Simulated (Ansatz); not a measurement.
Ideal-gas functions of BHS (`B=S`) at 298.15 K and 1 bar, from an Ansatz frequency run at PBE0-D4/def2-TZVP.

Molar mass 43.89 g/mol, point group C∞v (symmetry number 1), electronic degeneracy 1, moments of inertia 26.174 u Å². Harmonic wavenumbers (cm⁻¹, unscaled): 731, 731, 1212, 2836.

Use S(trans) = R[1.5 ln M + 2.5 ln T − 1.1517]; rotational temperatures θ = 24.2544 K / I; S(rot) = R[ln(T/σθ) + 1]; for each mode x = 1.438777 ν̃/T, S = R[x/(eˣ − 1) − ln(1 − e⁻ˣ)] and H = RT x/(eˣ − 1); 1 cm⁻¹ = 0.0119627 kJ/mol; R = 8.31446 J/(mol·K).

Task: By hand: the entropy, in J/(mol·K).

Result: Translation 156.0. Rotation: θ = 0.9267 K, giving 56.3. Vibration, mode by mode: 1.14, 1.14, 0.16, 0.00, in all 2.4. Electronic 0.0. Sum 214.7 J/(mol·K).

Task: By hand: H − E and G − E in kJ/mol, counted from the electronic energy.

Result: Zero-point energy ½ × 5510 × 0.0119627 = 33.0; thermal vibration 0.6; translation, rotation and pV give 3.5 RT = 8.7. H − E = 42.3 kJ/mol, and G − E = 42.3 − 298.15 × 214.7/1000 = -21.7 kJ/mol.

Vibration gives 1 % of the entropy; all modes have x over 3 and are hardly excited.
